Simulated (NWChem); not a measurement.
System: hydrogen sulfide (H$_{2}$S); SMILES S

Here is an NWChem input.

```
start job
memory heap 200 mb stack 900 mb global 1100 mb
geometry units angstroms noautoz
  S      0.000000     0.000000     0.113581
  H      0.971478     0.000000    -0.822416
  H     -0.971478     0.000000    -0.822416
end
basis spherical
  * library def2-svp
end
dft
  xc xpbe96 cpbe96
  iterations 150
  vectors input atomic output neutral.movecs
end
task dft energy
charge 1
dft
  odft
  mult 2
  vectors input atomic output cation.movecs
end
task dft energy
```

Coordinates come from a PBE0/def2-SVP optimisation.

Ions are spin-unrestricted doublets at the neutral geometry; other ion states weren't tried.

Task: Give the results of this calculation. (PBE/def2-SVP, vertical spin-unrestricted ions.) Quantities: vertical ionisation energy, ΔSCF (eV); −ε(HOMO) (eV).

Result: vertical ionisation energy, ΔSCF (eV): 10.26
−ε(HOMO) (eV): 5.85
